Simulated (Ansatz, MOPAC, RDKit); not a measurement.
Molecule: hydrogen sulfide, H2S, charge 0, multiplicity 1. SMILES: S

Atoms: S1, H2, H3. Bonds: S1-H2, S1-H3.

Bond lengths (Å) and angles (degrees) optimised at MMFF94 with RDKit; PM7 with MOPAC; HF/3-21G with Ansatz (a first-principles code); B3LYP/LANL2DZ with Ansatz, each started from the B3LYP-D3(BJ)/def2-TZVP structure (Ansatz) of the last column. A row stands for all coordinates that are equal there. No wavenumbers were computed at MMFF94, B3LYP/LANL2DZ, so these may be saddle points.

```tsv
coordinate	MMFF94	PM7	HF/3-21G	B3LYP/LANL2DZ	B3LYP-D3(BJ)/def2-TZVP
S1-H2	1.341	1.339	1.351	1.379	1.343
H2-S1-H3	93.4	96.9	95.8	94.1	92.6
```

Mean signed difference of all 2 bond lengths from B3LYP-D3(BJ)/def2-TZVP: MMFF94 -0.002 Å, PM7 -0.004 Å, HF/3-21G 0.008 Å, B3LYP/LANL2DZ 0.036 Å.
